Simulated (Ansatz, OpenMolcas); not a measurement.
**Predicting a hybrid from its neighbours: CH3Cl (chloromethane)**

The species is CH3Cl (5 atoms), meant as a singlet with charge 0. SMILES: `CCl`. The coordinates come from a PBE0-D4/def2-TZVP relaxation.

The HOMO–LUMO gap y, in eV, basis def2-TZVPP; a is the functional's share of exact exchange. Programs: Ansatz 0.2.0, OpenMolcas 26.06.

| functional | program | a | y (eV) |
| --- | --- | --- | --- |
| BLYP | Ansatz | 0 | 6.66 |
| revPBE | Ansatz | 0 | 6.78 |
| B3PW91 | OpenMolcas | 0.2 | 8.84 |
| B3LYP | Ansatz | 0.2 | ? |
| PBE0 | Ansatz | 0.25 | 9.26 |
| r2SCAN0 | Ansatz | 0.25 | 9.77 |
| BHLYP | Ansatz | 0.5 | 11.46 |

Problem. Fit y = c + s·a to the known rows and predict B3LYP.

Solution. 
1. Means of the 6 rows: a = 0.2000, y = 8.795.
2. Σ(Δa)² = 0.175, Σ(Δa·Δy) = 1.7015, so the slope is 1.7015/0.175 = 9.7229.
3. Intercept: 8.795 − (9.7229) × 0.2000 = 6.850. The largest residual of the fit is 0.49.
4. B3LYP: 6.850 + (9.7229) × 0.2 = 8.79 eV.

The run gave 8.66 eV, so the prediction is off by +0.13 eV, within the scatter of the fit. Exact exchange lowers occupied levels and raises empty ones. The rows mix families of semi-local functionals, which the line can't see.
